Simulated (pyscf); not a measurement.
cyclic C₃H₄F₂ (SMILES FC1(F)CC1) -> difluorocarbene (F–C:–F) [singlet] + ethylene (H₂C=CH₂) (cycloreversion; singlet surface; C–C, C–C broken, none formed). Structures and frequencies: ωB97X-D3(BJ)/def2-SVP in PySCF. MP2 and CC: frozen core, UHF for open shells. ΔMP2 is the change of the MP2 total energy from the triple- to the quadruple-zeta basis. Energies in kcal/mol from the reactant's lowest minimum found.

```tsv
level	barrier	reaction energy
PBE/def2-TZVP	?	+54.5
r²SCAN/def2-TZVP	59.0	+56.5
B3LYP-D3(BJ)/def2-TZVP	58.6	+49.4
PBE0-D3(BJ)/def2-TZVP	65.8	+60.1
HF/def2-TZVP	72.0	+40.7
CCSD/def2-TZVPP	65.2	+49.6
CCSD(T)/def2-TZVPP + ΔMP2(QZVPP)	?	?
```

Problem. What belongs in the gaps?

Solution. 
- PBE/def2-TZVP, barrier: 56.9
- CCSD(T)/def2-TZVPP + ΔMP2(QZVPP), barrier: 59.8
- CCSD(T)/def2-TZVPP + ΔMP2(QZVPP), reaction energy: +49.8

cyclic C₃H₄F₂ (SMILES FC1(F)CC1) lies 9.0 kcal/mol over its isomer H₂C=CH–CH(F)–F, and others may lie lower still (electronic energy, ωB97M-D3(BJ)). This is the saddle that the search found; another between the same sides may lie lower. One closed-shell reference is unstable to symmetry breaking; treat the single-reference values with care. The CCSD(T) − MP2 part came from Ansatz, without density fitting, on the same reference.
